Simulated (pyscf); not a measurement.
This saddle point was located with ωB97X-D3(BJ)/def2-SVP in PySCF.

```xyz
17

Si     0.4511     0.9398    -2.0448
O     -0.8774     1.0145    -1.0278
Si    -1.5578    -0.0528     0.0282
O     -0.6031    -0.2690     1.5314
Si    -0.9770     0.6598     2.9358
H      0.5905     2.2926    -2.6503
H      1.6832     0.6376    -1.2632
H      0.2622    -0.0594    -3.1292
H     -2.5021     0.8678     0.7599
H     -2.4480    -1.1580    -0.3861
H     -2.3216     0.2723     3.4203
H      0.0787     0.2676     3.9029
H     -0.8954     2.0995     2.5995
H      0.6936    -1.5809     0.1071
F     -0.1628    -1.3598    -0.6526
H      0.3435    -0.8673     1.4661
F      1.2798    -1.5540     1.0561
```

Surface: singlet, charge 0. Lowest wavenumbers (cm⁻¹): 600i, 33, 42, 82, 133.

Problem. What reaction is this the transition state of?

Solution. H₃Si–O–SiH₂–O–SiH₃ + hydrogen fluoride (HF) + hydrogen fluoride (HF) ⇌ F–SiH₂–O–SiH₃ + silanol (HO–SiH₃) + hydrogen fluoride (HF), a multi-bond step read from left to right: O–Si, F–H, F–H broken and F–Si, H–O, F–H formed. At ωB97M-D3(BJ)/def2-TZVP it lies -2.2 kJ/mol from the left side and +25.0 kJ/mol from the right (each side as separated species at their lowest minima found). On the reactant side the descent ends in a bound adduct (not fully relaxed), 70.5 kJ/mol under the separated species and 68.7 kJ/mol under the saddle at ωB97X-D3(BJ)/def2-TZVP. On the product side the descent ends in an adduct with a O–Si contact, 0.4 kJ/mol over the separated species and 17.0 kJ/mol under the saddle at ωB97X-D3(BJ)/def2-TZVP. At ωB97M-D3(BJ) the saddle lies under the separated reactants, which points to a path from their complex (located at ωB97X-D3(BJ) alone). What is counted as broken (O–Si) persists as a longer contact in the product adduct; parting that adduct is a step of its own. One saddle was located; it need not be the lowest between these sides.
